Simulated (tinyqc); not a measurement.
ROHF in the sto-6g basis, for CH, spin multiplicity 4, step by step (part 1 of 2). Computed by tinyqc, a small Python program that keeps every step (integrals from PySCF). Settings: charge = 0, multiplicity = 4, basis = sto-6g, energy threshold = 1e-09, iteration cap = 73, orthogonalisation = canonical, start = core, DIIS depth = 8, method = ROHF. Command: `OMP_NUM_THREADS=1 python tinyqc.py 28290 28291 out.jsonl` (the two numbers bound the seeds that draw the settings). One thread of a shared host (Intel(R) Xeon(R) Processor @ 2.60GHz), about 0.08 s of CPU time with the checks. Later iterations appear only in the table of the cycle.

## One-electron integrals

Geometry (angstrom):
```
atom       x       y       z
C     0.0000  0.0000  0.0000
H     0.0000  0.0000  1.0460
```

Basis sto-6g: exponents (1/bohr^2) and contraction coefficients of normalised primitives:
```
element  l (shell)  exponent  coefficient
C            s (1)  742.7370       0.0092
C            s (1)  136.1800       0.0494
C            s (1)   38.0983       0.1685
C            s (1)   13.0878       0.3706
C            s (1)    5.0824       0.4165
C            s (1)    2.0932       0.1303
C            s (2)   30.4972      -0.0133
C            s (2)    6.0362      -0.0470
C            s (2)    1.8760      -0.0338
C            s (2)    0.7218       0.2502
C            s (2)    0.3135       0.5951
C            s (2)    0.1437       0.2407
C            p (3)   30.4972       0.0038
C            p (3)    6.0362       0.0377
C            p (3)    1.8760       0.1739
C            p (3)    0.7218       0.4180
C            p (3)    0.3135       0.4259
C            p (3)    0.1437       0.1017
H            s (1)   35.5232       0.0092
H            s (1)    6.5131       0.0494
H            s (1)    1.8221       0.1685
H            s (1)    0.6260       0.3706
H            s (1)    0.2431       0.4165
H            s (1)    0.1001       0.1303
```

Overlap, kinetic and nuclear-attraction integrals over the contracted functions; the nuclear repulsion is the sum of Za Zb / Rab.

nuclear repulsion = 3.035433 hartree

overlap S:
```
         1C 1s   1C 2s  1C 2px  1C 2py  1C 2pz   2H 1s
1C 1s   1.0000  0.2432  0.0000  0.0000  0.0000  0.0713
1C 2s   0.2432  1.0000  0.0000  0.0000  0.0000  0.5169
1C 2px  0.0000  0.0000  1.0000  0.0000  0.0000  0.0000
1C 2py  0.0000  0.0000  0.0000  1.0000  0.0000  0.0000
1C 2pz  0.0000  0.0000  0.0000  0.0000  1.0000  0.4818
2H 1s   0.0713  0.5169  0.0000  0.0000  0.4818  1.0000
```

kinetic energy T (hartree):
```
          1C 1s    1C 2s  1C 2px  1C 2py  1C 2pz    2H 1s
1C 1s   16.0686  -0.4928  0.0000  0.0000  0.0000  -0.0061
1C 2s   -0.4928   0.4924  0.0000  0.0000  0.0000   0.1219
1C 2px   0.0000   0.0000  1.4792  0.0000  0.0000   0.0000
1C 2py   0.0000   0.0000  0.0000  1.4792  0.0000   0.0000
1C 2pz   0.0000   0.0000  0.0000  0.0000  1.4792   0.2877
2H 1s   -0.0061   0.1219  0.0000  0.0000  0.2877   0.7685
```

nuclear attraction V (hartree):
```
           1C 1s    1C 2s   1C 2px   1C 2py   1C 2pz    2H 1s
1C 1s   -34.5139  -3.7415   0.0000   0.0000  -0.0194  -1.2474
1C 2s    -3.7415  -5.6488   0.0000   0.0000  -0.1833  -2.5660
1C 2px    0.0000   0.0000  -5.6029   0.0000   0.0000   0.0000
1C 2py    0.0000   0.0000   0.0000  -5.6029   0.0000   0.0000
1C 2pz   -0.0194  -0.1833   0.0000   0.0000  -5.7399  -2.2752
2H 1s    -1.2474  -2.5660   0.0000   0.0000  -2.2752  -4.1972
```

core Hamiltonian H = T + V (hartree):
```
           1C 1s    1C 2s   1C 2px   1C 2py   1C 2pz    2H 1s
1C 1s   -18.4452  -4.2343   0.0000   0.0000  -0.0194  -1.2534
1C 2s    -4.2343  -5.1564   0.0000   0.0000  -0.1833  -2.4442
1C 2px    0.0000   0.0000  -4.1236   0.0000   0.0000   0.0000
1C 2py    0.0000   0.0000   0.0000  -4.1236   0.0000   0.0000
1C 2pz   -0.0194  -0.1833   0.0000   0.0000  -4.2606  -1.9876
2H 1s    -1.2534  -2.4442   0.0000   0.0000  -1.9876  -3.4286
```

## Two-electron integrals

Functions are numbered as in S; the eight-fold symmetry (ij|kl) = (ji|kl) = (kl|ij) leaves the list below.

Two-electron integrals (ij|kl) in chemists' order, unique and non-zero (hartree):
```
(11|11) 3.5437   (21|11) 0.5295   (21|21) 0.1003   (22|11) 0.8536
(22|21) 0.1999   (22|22) 0.6248   (31|31) 0.0213   (32|31) 0.0319
(32|32) 0.1381   (33|11) 0.8536   (33|21) 0.1999   (33|22) 0.6248
(33|33) 0.6732   (41|41) 0.0213   (42|41) 0.0319   (42|42) 0.1381
(43|43) 0.0363   (44|11) 0.8536   (44|21) 0.1999   (44|22) 0.6248
(44|33) 0.6007   (44|44) 0.6732   (51|51) 0.0213   (52|51) 0.0319
(52|52) 0.1381   (53|53) 0.0363   (54|54) 0.0363   (55|11) 0.8536
(55|21) 0.1999   (55|22) 0.6248   (55|33) 0.6007   (55|44) 0.6007
(55|55) 0.6732   (61|11) 0.1643   (61|21) 0.0299   (61|22) 0.0585
(61|33) 0.0583   (61|44) 0.0583   (61|51) 0.0020   (61|52) 0.0038
(61|55) 0.0590   (61|61) 0.0092   (62|11) 0.3556   (62|21) 0.0843
(62|22) 0.2858   (62|33) 0.2794   (62|44) 0.2794   (62|51) 0.0085
(62|52) 0.0544   (62|55) 0.2986   (62|61) 0.0259   (62|62) 0.1657
(63|31) 0.0095   (63|32) 0.0473   (63|53) 0.0109   (63|63) 0.0215
(64|41) 0.0095   (64|42) 0.0473   (64|54) 0.0109   (64|64) 0.0215
(65|11) 0.2903   (65|21) 0.0699   (65|22) 0.2508   (65|33) 0.2382
(65|44) 0.2382   (65|51) 0.0157   (65|52) 0.0918   (65|55) 0.2761
(65|61) 0.0226   (65|62) 0.1731   (65|65) 0.1991   (66|11) 0.4920
(66|21) 0.1189   (66|22) 0.4534   (66|33) 0.4294   (66|44) 0.4294
(66|51) 0.0162   (66|52) 0.1337   (66|55) 0.5015   (66|61) 0.0373
(66|62) 0.3225   (66|65) 0.3738   (66|66) 0.7750
```

## Orthogonalisation

S = U s U^T; canonical form X = U s^(-1/2), so that X^T S X = 1. Each column of U has its largest component positive (the first on a tie).

eigenvalues of S: 0.2847  0.8216  1.0000  1.0000  1.1434  1.7504

X:
```
              1        2        3       4        5       6
1C 1s    0.2142   0.7954   0.0000  0.0000   0.5982  0.1819
1C 2s   -1.0103  -0.5272   0.0000  0.0000   0.4024  0.4112
1C 2px   0.0000   0.0000   0.8581  0.5135   0.0000  0.0000
1C 2py   0.0000   0.0000  -0.5135  0.8581   0.0000  0.0000
1C 2pz  -0.8736   0.5192   0.0000  0.0000  -0.5709  0.3283
2H 1s    1.2971  -0.1923   0.0000  0.0000  -0.1699  0.5113
```

Within a degenerate level the vectors are fixed only up to a rotation; this is one choice.

## Starting guess

The start is the orbitals of the core Hamiltonian; D(s) = C_occ C_occ^T for each spin.

D(alpha) at the start:
```
          1C 1s    1C 2s  1C 2px  1C 2py   1C 2pz    2H 1s
1C 1s    1.0673  -0.2902  0.0000  0.0000  -0.0301   0.0490
1C 2s   -0.2902   1.2411  0.0000  0.0000   0.1797  -0.1976
1C 2px   0.0000   0.0000  1.0000  0.0000   0.0000   0.0000
1C 2py   0.0000   0.0000  0.0000  1.0000   0.0000   0.0000
1C 2pz  -0.0301   0.1797  0.0000  0.0000   1.1786  -0.2196
2H 1s    0.0490  -0.1976  0.0000  0.0000  -0.2196   0.0631
```

D(beta) at the start:
```
          1C 1s    1C 2s  1C 2px  1C 2py   1C 2pz    2H 1s
1C 1s    1.0518  -0.2237  0.0000  0.0000  -0.1375   0.0578
1C 2s   -0.2237   0.9548  0.0000  0.0000   0.6421  -0.2356
1C 2px   0.0000   0.0000  0.0000  0.0000   0.0000   0.0000
1C 2py   0.0000   0.0000  0.0000  0.0000   0.0000   0.0000
1C 2pz  -0.1375   0.6421  0.0000  0.0000   0.4320  -0.1584
2H 1s    0.0578  -0.2356  0.0000  0.0000  -0.1584   0.0581
```

## Iteration 1: building the Fock matrix

J_ij = sum D_kl (ij|kl) with D = D(alpha) + D(beta), K_ij = sum D_kl (ik|jl) for each spin; F = H + J - K(s); E = tr D H + tr D J / 2 - 0.5 sum_s tr D(s) K(s) + E_nn.

Coulomb J (hartree):
```
          1C 1s   1C 2s  1C 2px  1C 2py  1C 2pz   2H 1s
1C 1s   11.4889  2.0747  0.0000  0.0000  0.0284  0.6300
1C 2s    2.0747  4.8618  0.0000  0.0000  0.1168  2.1908
1C 2px   0.0000  0.0000  4.8591  0.0000  0.0000  0.0000
1C 2py   0.0000  0.0000  0.0000  4.8591  0.0000  0.0000
1C 2pz   0.0284  0.1168  0.0000  0.0000  4.8670  1.9107
2H 1s    0.6300  2.1908  0.0000  0.0000  1.9107  3.3366
```

exchange K(alpha) (hartree):
```
         1C 1s    1C 2s  1C 2px  1C 2py   1C 2pz   2H 1s
1C 1s   3.6710   0.6273  0.0000  0.0000   0.0001  0.2007
1C 2s   0.6273   1.0874  0.0000  0.0000  -0.0011  0.4382
1C 2px  0.0000   0.0000  0.9067  0.0000   0.0000  0.0000
1C 2py  0.0000   0.0000  0.0000  0.9067   0.0000  0.0000
1C 2pz  0.0001  -0.0011  0.0000  0.0000   0.8981  0.2922
2H 1s   0.2007   0.4382  0.0000  0.0000   0.2922  0.2998
```

exchange K(beta) (hartree):
```
         1C 1s   1C 2s  1C 2px  1C 2py  1C 2pz   2H 1s
1C 1s   3.6003  0.5364  0.0000  0.0000  0.0175  0.1749
1C 2s   0.5364  0.5398  0.0000  0.0000  0.3389  0.3306
1C 2px  0.0000  0.0000  0.1323  0.0000  0.0000  0.0000
1C 2py  0.0000  0.0000  0.0000  0.1323  0.0000  0.0000
1C 2pz  0.0175  0.3389  0.0000  0.0000  0.3135  0.2517
2H 1s   0.1749  0.3306  0.0000  0.0000  0.2517  0.2374
```

F(alpha) (hartree):
```
           1C 1s    1C 2s   1C 2px   1C 2py   1C 2pz    2H 1s
1C 1s   -10.6273  -2.7868   0.0000   0.0000   0.0089  -0.8241
1C 2s    -2.7868  -1.3820   0.0000   0.0000  -0.0654  -0.6916
1C 2px    0.0000   0.0000  -0.1712   0.0000   0.0000   0.0000
1C 2py    0.0000   0.0000   0.0000  -0.1712   0.0000   0.0000
1C 2pz    0.0089  -0.0654   0.0000   0.0000  -0.2918  -0.3691
2H 1s    -0.8241  -0.6916   0.0000   0.0000  -0.3691  -0.3919
```

F(beta) (hartree):
```
           1C 1s    1C 2s  1C 2px  1C 2py   1C 2pz    2H 1s
1C 1s   -10.5566  -2.6959  0.0000  0.0000  -0.0086  -0.7983
1C 2s    -2.6959  -0.8344  0.0000  0.0000  -0.4054  -0.5840
1C 2px    0.0000   0.0000  0.6032  0.0000   0.0000   0.0000
1C 2py    0.0000   0.0000  0.0000  0.6032   0.0000   0.0000
1C 2pz   -0.0086  -0.4054  0.0000  0.0000   0.2929  -0.3285
2H 1s    -0.7983  -0.5840  0.0000  0.0000  -0.3285  -0.3294
```

total energy of this density = -37.546710 hartree

## Iteration 1: Roothaan effective Fock matrix

With projectors Pc = D(beta) S, Po = (D(alpha) - D(beta)) S, Pv = 1 - D(alpha) S, the block xy is Px^T F Py; with Fc = (F(alpha) + F(beta))/2, the blocks are Fc for cc, oo, vv and cv, F(beta) for co and F(alpha) for ov.

effective F (hartree):
```
           1C 1s    1C 2s  1C 2px  1C 2py   1C 2pz    2H 1s
1C 1s   -10.5914  -2.7281  0.0000  0.0000  -0.0192  -0.8129
1C 2s    -2.7281  -1.0598  0.0000  0.0000  -0.2587  -0.6330
1C 2px    0.0000   0.0000  0.2160  0.0000   0.0000   0.0000
1C 2py    0.0000   0.0000  0.0000  0.2160   0.0000   0.0000
1C 2pz   -0.0192  -0.2587  0.0000  0.0000  -0.0418  -0.3634
2H 1s    -0.8129  -0.6330  0.0000  0.0000  -0.3634  -0.3630
```

## Iteration 1: diagonalisation and new density

Diagonalise F' = X^T F X, C = X C', fill 5 alpha and 2 beta electrons from the bottom; D(s) = C_occ C_occ^T. Each column has its largest component positive (the first on a tie).

F' = X^T F X (hartree):
```
         1        2       3       4        5        6
1   0.5520  -0.5328  0.0000  0.0000  -0.3249  -0.0437
2  -0.5328  -4.4141  0.0000  0.0000  -4.7690  -2.0769
3   0.0000   0.0000  0.2160  0.0000   0.0000   0.0000
4   0.0000   0.0000  0.0000  0.2160   0.0000   0.0000
5  -0.3249  -4.7690  0.0000  0.0000  -4.9867  -2.3175
6  -0.0437  -2.0769  0.0000  0.0000  -2.3175  -1.6483
```

orbital energies (hartree): MO1 -10.5941, MO2 -0.5973, MO3 0.0479, MO4 0.2160, MO5 0.2160, MO6 0.6464

coefficients C:
```
            MO1      MO2      MO3      MO4     MO5      MO6
1C 1s    0.9957  -0.1960  -0.1758   0.0000  0.0000   0.0940
1C 2s    0.0187   0.6477   0.8044   0.0000  0.0000  -0.7500
1C 2px   0.0000   0.0000   0.0000  -0.0380  0.9993   0.0000
1C 2py   0.0000   0.0000   0.0000   0.9993  0.0380   0.0000
1C 2pz   0.0047   0.3443  -0.5773   0.0000  0.0000  -1.0073
2H 1s   -0.0054   0.3631  -0.3955   0.0000  0.0000   1.3121
```

D(alpha) after iteration 1:
```
          1C 1s    1C 2s  1C 2px  1C 2py   1C 2pz    2H 1s
1C 1s    1.0608  -0.2498  0.0000  0.0000   0.0387  -0.0070
1C 2s   -0.2498   1.0670  0.0000  0.0000  -0.2413  -0.0831
1C 2px   0.0000   0.0000  1.0000  0.0000   0.0000   0.0000
1C 2py   0.0000   0.0000  0.0000  1.0000   0.0000   0.0000
1C 2pz   0.0387  -0.2413  0.0000  0.0000   0.4519   0.3533
2H 1s   -0.0070  -0.0831  0.0000  0.0000   0.3533   0.2883
```

D(beta) after iteration 1:
```
          1C 1s    1C 2s  1C 2px  1C 2py   1C 2pz    2H 1s
1C 1s    1.0299  -0.1084  0.0000  0.0000  -0.0628  -0.0766
1C 2s   -0.1084   0.4199  0.0000  0.0000   0.2231   0.2351
1C 2px   0.0000   0.0000  0.0000  0.0000   0.0000   0.0000
1C 2py   0.0000   0.0000  0.0000  0.0000   0.0000   0.0000
1C 2pz  -0.0628   0.2231  0.0000  0.0000   0.1186   0.1250
2H 1s   -0.0766   0.2351  0.0000  0.0000   0.1250   0.1318
```

Within a degenerate level the vectors are fixed only up to a rotation; this is one choice.

## Iteration 2: building the Fock matrix

As before.

Coulomb J (hartree):
```
          1C 1s   1C 2s  1C 2px  1C 2py  1C 2pz   2H 1s
1C 1s   11.0579  1.9837  0.0000  0.0000  0.0219  0.6027
1C 2s    1.9837  4.6841  0.0000  0.0000  0.1533  2.1818
1C 2px   0.0000  0.0000  4.6704  0.0000  0.0000  0.0000
1C 2py   0.0000  0.0000  0.0000  4.6704  0.0000  0.0000
1C 2pz   0.0219  0.1533  0.0000  0.0000  4.7115  1.9561
2H 1s    0.6027  2.1818  0.0000  0.0000  1.9561  3.5318
```

exchange K(alpha) (hartree):
```
         1C 1s    1C 2s  1C 2px  1C 2py   1C 2pz   2H 1s
1C 1s   3.6506   0.6120  0.0000  0.0000   0.0026  0.1953
1C 2s   0.6120   1.0494  0.0000  0.0000  -0.0133  0.5151
1C 2px  0.0000   0.0000  0.8858  0.0000   0.0000  0.0000
1C 2py  0.0000   0.0000  0.0000  0.8858   0.0000  0.0000
1C 2pz  0.0026  -0.0133  0.0000  0.0000   0.7679  0.4419
2H 1s   0.1953   0.5151  0.0000  0.0000   0.4419  0.6583
```

exchange K(beta) (hartree):
```
         1C 1s   1C 2s  1C 2px  1C 2py  1C 2pz   2H 1s
1C 1s   3.5701  0.5386  0.0000  0.0000  0.0040  0.1692
1C 2s   0.5386  0.4956  0.0000  0.0000  0.2930  0.4250
1C 2px  0.0000  0.0000  0.1036  0.0000  0.0000  0.0000
1C 2py  0.0000  0.0000  0.0000  0.1036  0.0000  0.0000
1C 2pz  0.0040  0.2930  0.0000  0.0000  0.2888  0.3447
2H 1s   0.1692  0.4250  0.0000  0.0000  0.3447  0.5130
```

F(alpha) (hartree):
```
           1C 1s    1C 2s   1C 2px   1C 2py   1C 2pz    2H 1s
1C 1s   -11.0378  -2.8626   0.0000   0.0000  -0.0001  -0.8461
1C 2s    -2.8626  -1.5217   0.0000   0.0000  -0.0167  -0.7775
1C 2px    0.0000   0.0000  -0.3391   0.0000   0.0000   0.0000
1C 2py    0.0000   0.0000   0.0000  -0.3391   0.0000   0.0000
1C 2pz   -0.0001  -0.0167   0.0000   0.0000  -0.3170  -0.4733
2H 1s    -0.8461  -0.7775   0.0000   0.0000  -0.4733  -0.5551
```

F(beta) (hartree):
```
           1C 1s    1C 2s  1C 2px  1C 2py   1C 2pz    2H 1s
1C 1s   -10.9574  -2.7892  0.0000  0.0000  -0.0015  -0.8200
1C 2s    -2.7892  -0.9678  0.0000  0.0000  -0.3230  -0.6874
1C 2px    0.0000   0.0000  0.4431  0.0000   0.0000   0.0000
1C 2py    0.0000   0.0000  0.0000  0.4431   0.0000   0.0000
1C 2pz   -0.0015  -0.3230  0.0000  0.0000   0.1621  -0.3761
2H 1s    -0.8200  -0.6874  0.0000  0.0000  -0.3761  -0.4098
```

total energy of this density = -38.148519 hartree

## Iteration 2: Roothaan effective Fock matrix

As before.

effective F (hartree):
```
           1C 1s    1C 2s  1C 2px  1C 2py   1C 2pz    2H 1s
1C 1s   -10.9980  -2.8150  0.0000  0.0000  -0.0171  -0.8390
1C 2s    -2.8150  -1.1683  0.0000  0.0000  -0.1919  -0.7230
1C 2px    0.0000   0.0000  0.0520  0.0000   0.0000   0.0000
1C 2py    0.0000   0.0000  0.0000  0.0520   0.0000   0.0000
1C 2pz   -0.0171  -0.1919  0.0000  0.0000  -0.1618  -0.4780
2H 1s    -0.8390  -0.7230  0.0000  0.0000  -0.4780  -0.5095
```

## Iteration 2: DIIS over 2 matrices

error matrix X^T (FDS - SDF) X:
```
         1        2       3       4        5        6
1   0.0000   0.0794  0.0000  0.0000  -0.0183  -0.1939
2  -0.0794   0.0000  0.0000  0.0000  -0.0052   0.0225
3   0.0000   0.0000  0.0000  0.0000   0.0000   0.0000
4   0.0000   0.0000  0.0000  0.0000   0.0000   0.0000
5   0.0183   0.0052  0.0000  0.0000   0.0000  -0.0012
6   0.1939  -0.0225  0.0000  0.0000   0.0012   0.0000
```

B (overlaps of the stored error matrices):
```
               1              2
1  1.7854323e+00  3.5895811e-01
2  3.5895811e-01  8.9549543e-02
```

Minimise |sum c_i e_i|^2 with sum c_i = 1: solve [B -1; -1 0][c; lambda] = [0; -1] with B_ij = tr e_i^T e_j, and take F = sum c_i F_i.

DIIS coefficients: -0.2328  1.2328

extrapolated F (hartree):
```
           1C 1s    1C 2s  1C 2px  1C 2py   1C 2pz    2H 1s
1C 1s   -11.0926  -2.8352  0.0000  0.0000  -0.0166  -0.8451
1C 2s    -2.8352  -1.1936  0.0000  0.0000  -0.1764  -0.7440
1C 2px    0.0000   0.0000  0.0139  0.0000   0.0000   0.0000
1C 2py    0.0000   0.0000  0.0000  0.0139   0.0000   0.0000
1C 2pz   -0.0166  -0.1764  0.0000  0.0000  -0.1897  -0.5047
2H 1s    -0.8451  -0.7440  0.0000  0.0000  -0.5047  -0.5436
```

## Iteration 2: diagonalisation and new density

As before.

F' = X^T F X (hartree):
```
         1        2       3       4        5        6
1   0.7595  -0.5825  0.0000  0.0000  -0.3135  -0.1420
2  -0.5825  -4.7525  0.0000  0.0000  -4.8964  -2.1502
3   0.0000   0.0000  0.0139  0.0000   0.0000   0.0000
4   0.0000   0.0000  0.0000  0.0139   0.0000   0.0000
5  -0.3135  -4.8964  0.0000  0.0000  -5.3380  -2.3680
6  -0.1420  -2.1502  0.0000  0.0000  -2.3680  -1.8442
```

orbital energies (hartree): MO1 -11.0946, MO2 -0.7452, MO3 -0.1766, MO4 0.0139, MO5 0.0139, MO6 0.8411

coefficients C:
```
            MO1      MO2      MO3      MO4     MO5      MO6
1C 1s    0.9963  -0.1770  -0.1789   0.0000  0.0000   0.1166
1C 2s    0.0158   0.5435   0.7946   0.0000  0.0000  -0.8382
1C 2px   0.0000   0.0000   0.0000   0.7322  0.6810   0.0000
1C 2py   0.0000   0.0000   0.0000  -0.6810  0.7322   0.0000
1C 2pz   0.0036   0.2946  -0.6120   0.0000  0.0000  -1.0026
2H 1s   -0.0040   0.4851  -0.3077   0.0000  0.0000   1.2961
```

D(alpha) after iteration 2:
```
          1C 1s    1C 2s  1C 2px  1C 2py   1C 2pz    2H 1s
1C 1s    1.0560  -0.2225  0.0000  0.0000   0.0609  -0.0348
1C 2s   -0.2225   0.9271  0.0000  0.0000  -0.3262   0.0191
1C 2px   0.0000   0.0000  1.0000  0.0000   0.0000   0.0000
1C 2py   0.0000   0.0000  0.0000  1.0000   0.0000   0.0000
1C 2pz   0.0609  -0.3262  0.0000  0.0000   0.4613   0.3312
2H 1s   -0.0348   0.0191  0.0000  0.0000   0.3312   0.3300
```

D(beta) after iteration 2:
```
          1C 1s    1C 2s  1C 2px  1C 2py   1C 2pz    2H 1s
1C 1s    1.0240  -0.0804  0.0000  0.0000  -0.0486  -0.0899
1C 2s   -0.0804   0.2956  0.0000  0.0000   0.1601   0.2636
1C 2px   0.0000   0.0000  0.0000  0.0000   0.0000   0.0000
1C 2py   0.0000   0.0000  0.0000  0.0000   0.0000   0.0000
1C 2pz  -0.0486   0.1601  0.0000  0.0000   0.0868   0.1429
2H 1s   -0.0899   0.2636  0.0000  0.0000   0.1429   0.2353
```

Within a degenerate level the vectors are fixed only up to a rotation; this is one choice.
